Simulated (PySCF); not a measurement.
## SH6: from structure and modes to constants

These are results of PySCF, PBE0, basis S def2-TZVP, H def2-TZVP (no relativity, density fitting), not measurements.

The singlet minimum has Oh symmetry. Masses (u): S 31.97207, H 1.00782.

```xyz
7
charge 0 multiplicity 1, angstrom
S     0.0000    0.0000    0.0000
H     0.0000    0.0000    1.4123
H     0.0000    0.0000   -1.4123
H     1.4123    0.0000    0.0000
H     0.0000    1.4123    0.0000
H    -1.4123    0.0000    0.0000
H     0.0000   -1.4123    0.0000
```

Harmonic wavenumbers (cm⁻¹): 1351.6 (t2u, ×3), 1378.5 (t1u, ×3), 1392.4 (t2g, ×3), 2004.4 (eg, ×2), 2112.6 (t1u, ×3), 2294.4 (a1g, ×1).

Question: Find the principal moments of inertia and the rotational constants. What kind of rotor is it?

Answer: About the centre of mass I = 8.0406, 8.0406, 8.0406 u Å². With B = 16.8576/I this gives 2.097, 2.097, 2.097 cm⁻¹. The molecule is a spherical top.

Question: What is the harmonic zero-point energy?

Answer: Half the sum of all 15 wavenumbers, 25009/2 = 12504 cm⁻¹, which is 149.6 kJ/mol (1 cm⁻¹ = 0.0119627 kJ/mol).

Question: Find the vibrational entropy and heat capacity at 298.15 K.

Answer: With u = 1.43878 ω/T, each mode gives S = R[u/(eᵘ−1) − ln(1−e⁻ᵘ)] and C = R u² eᵘ/(eᵘ−1)².
```csv
ω (cm⁻¹),u,S (J/(mol K)),C (J/(mol K))
1351.6 (×3),6.522,0.09,0.52
1378.5 (×3),6.652,0.08,0.48
1392.4 (×3),6.719,0.08,0.45
2004.4 (×2),9.673,0.01,0.05
2112.6 (×3),10.195,0.00,0.03
2294.4,11.072,0.00,0.02
```
The sums over all modes are S = 0.8 and C = 4.6 J/(mol K); the softest mode gives 12 % of the entropy (each member, where degenerate).
